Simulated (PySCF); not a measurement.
# The bond of CN−, level by level

One table from this session's results is given with a row withheld; the runs are named, their logs left out.

Method: C aug-cc-pVDZ, N aug-cc-pVDZ, no relativity; program: PySCF 2.14.0.

1 further run of the same task is left out (set aside as unsound or not needed).

Set-up of the first run:

The job is set up so:

```
atoms                         : C, N
charge                        : -1
basis                         : C aug-cc-pVDZ, N aug-cc-pVDZ
Hamiltonian                   : no relativity
basis functions               : 46
electrons treated             : 14
masses in u                   : 12.0000, 14.0031
levels                        : PBE0, PBE, r²SCAN, TPSS, M06, LDA, LC-ωPBE, HF, MP2, SCS-MP2, CCSD, CCSD(T)
grid                          : 80 radial by 434 angular points
occupations                   : held fixed by the projection of orbital angular momentum
dissociation limit            : C− + N, each in its ground configuration
starting distance in angstrom : 1.465
values of 2S to try           : 0, 2, 4
```

Command:

```console
$ OMP_NUM_THREADS=1 python dia.py task.json out
```

Among the steps run: Input; The PBE0 curve of the state that the search chose; PBE; r²SCAN (meta-GGA); TPSS (meta-GGA); M06 (hybrid meta-GGA); LDA (local density); LC-ωPBE (range-separated hybrid); RHF; MP2 and coupled cluster.

One of the session's tables, all rows but one given; the rest of the session is left out.

It belongs to the step «The curves together». Energy (eV) from each level's lowest point:

```
R (Å)    RHF  RHF-MP2  RHF-SCS-MP2  RHF-CCSD  RHF-CCSD(T)
1.018  1.810    2.551        2.494       n/a          n/a
1.066  0.727    1.269        1.224     1.133        1.210
1.113  0.162    0.497        0.464     0.402        0.450
1.149  0.000    0.174        0.151     0.114        0.139
1.184  0.013    0.020        0.008     0.000        0.001
1.220      ?        ?            ?         ?            ?
1.267  0.542    0.132        0.149     0.226        0.163
1.326  1.208    0.475        0.515     0.671        0.557
1.397  2.192    1.042        1.114     1.385        1.202
1.492  3.668    1.910        2.029       n/a          n/a
```

Estimate the missing values for R (Å) = 1.220.

Worked estimate for «RHF». A straight line through the neighbours (1.184, 0.013) and (1.267, 0.542) gives 0.013 + (0.542 − 0.013) × (1.220 − 1.184) / (1.267 − 1.184) = 0.242; a parabola fitted to 4 rows on both sides gives 0.180.

The run gave: RHF: 0.167; RHF-MP2: 0.000; RHF-SCS-MP2: 0.000; RHF-CCSD: 0.025; RHF-CCSD(T): 0.000. In «RHF» the line misses by +0.075 and the parabola by +0.013.
